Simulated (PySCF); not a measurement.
Bonds broken one at a time in the series HO-X. Isolated molecules, 0 K electronic values unless said otherwise. One relaxed conformer stands for each flexible species; it need not be the lowest. Strings in code marks are SMILES.

The dipole moment from two functionals at the same geometries (B3LYP-D3(BJ)/def2-TZVP), both in PySCF: PBE-D3(BJ)/def2-TZVP and M06-2X/def2-TZVP. 

```tsv
species	PBE-D3(BJ)/def2-TZVP (D)
whole molecule (`O`)	2.02
whole molecule (`CO`)	1.62
radical fragment (`[CH3]`)	0.00
radical fragment (`C[C](C)C`)	0.22
whole molecule (`N#CO`)	3.99
radical fragment (`[C]#N`)	1.14
radical fragment (`[CH]=O`)	1.46
radical fragment (`[SiH3]`)	0.03
radical fragment (`C[Si](C)C`)	0.71
radical fragment (`[SH]`)	0.87
```

### Question
What does M06-2X/def2-TZVP give for each?

### Answer

- whole molecule (`O`): 2.10
- whole molecule (`CO`): 1.75
- radical fragment (`[CH3]`): 0.00
- radical fragment (`C[C](C)C`): 0.25
- whole molecule (`N#CO`): 3.97
- radical fragment (`[C]#N`): 1.84
- radical fragment (`[CH]=O`): 1.72
- radical fragment (`[SiH3]`): 0.17
- radical fragment (`C[Si](C)C`): 0.50
- radical fragment (`[SH]`): 0.89
Over these rows, drawn at random from the members with no instability flagged (it was tested for open shells, ions and some series alone), PBE minus M06-2X: mean -0.11 D, from -0.69 D to +0.21 D.
